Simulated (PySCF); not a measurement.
Nitrogen placed at different ring positions: thiophene 1N. Isolated molecules, 0 K electronic values unless said otherwise. Strings in code marks are SMILES.

The LUMO from two functionals at the same geometries (PBE0-D4/def2-TZVP), both in PySCF: PBE-D3(BJ)/def2-TZVP and B3LYP-D3(BJ)/def2-TZVP. B3LYP has the VWN-RPA correlation part, as in Gaussian. 

```tsv
species	B3LYP-D3(BJ)/def2-TZVP (eV)
`c1ccsc1`	-0.55
`s1cncc1`	-1.02
`c1cnsc1`	-1.15
```

Problem. What does PBE-D3(BJ)/def2-TZVP give for each?

Solution. 
- `c1ccsc1`: -1.23
- `s1cncc1`: -1.72
- `c1cnsc1`: -1.83
Over these rows, drawn at random from the members with no instability flagged (it was tested for open shells, ions and some series alone), PBE minus B3LYP-D3(BJ): mean -0.69 eV, from -0.70 eV to -0.68 eV.
